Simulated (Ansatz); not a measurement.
How far each method lies from full CI for BCl, singlet

Geometry: that of the BCl, triplet, kept fixed.

```xyz
2

B     0.0000    0.0000    0.0000
Cl    0.0000    0.0000    1.6966
```

Basis 6-31G; Ansatz 0.2.0. Correlated methods freeze the noble-gas cores, which leaves 10 electrons in 16 orbitals. R marks a restricted (for open shells ROHF) determinant, U an unrestricted one. Active spaces: valence = (10e, 8o) chosen from the atoms' valence shells.

Full CI is exact within this basis and frozen core; it isn't the basis-set limit. The frozen core follows each run's orbitals, which can shift R against U totals by a few meV.

The UHF ⟨S²⟩ is 0.213. The T1 diagnostic (RCCSD) is 0.0183. The largest doubles amplitude (RCCSD) is 0.135.

| level | E − E(full CI) (kJ/mol) | share of correlation (%) | wall time |
| --- | --- | --- | --- |
| RHF | 288.5 | 0.00 | – |
| RMP2 | 69.2 | 76.02 | – |
| CISD | 25.1 | 91.29 | 0.24 s |
| RCCSD | 11.5 | 96.00 | – |
| RCCSD(T) | 1.6 | 99.43 | 0.24 s |
| BCCD(T) | 1.1 | 99.61 | 0.18 s |
| RCCSDT | 0.3 | 99.88 | – |
| CISDTQ | 1.0 | 99.65 | 1.1 s |
| RCCSDT(Q) | 0.0 | 100.02 | 0.48 s |
| RCCSDTQ | -0.1 | 100.04 | 3.6 s |
| CASSCF (valence space) | 125.6 | 56.47 | – |
| NEVPT2 (valence space) | 32.7 | 88.65 | 1.1 s |
| MRCISD (valence space) | 3.9 | 98.65 | – |
| MRCISD+Q (valence space) | 0.8 | 99.74 | 1.7 s |

The correlation energy at full CI, counted from RHF, is -2.990 eV. That run took 19 s on 1 thread of Arm Neoverse V2, shared host over 4,777,056 determinants.

Run but not shown, since their state or frozen core can't be matched to the reference's or they repeat it: UHF.

Times hold each run's SCF and search for its determinant on a shared host, so for small cases they say little of a method's own cost; they ran on 1 thread of Arm Neoverse V2.

The full-CI state has the irrep A1 of C2v, in the program's axes (one component, if the state is degenerate).

Natural occupations of full CI about the gap: 1.992 1.976 1.976 1.975 1.871 0.070 0.070 0.028 0.010 0.009; effectively unpaired electrons, Σ n²(2−n)², 0.11.
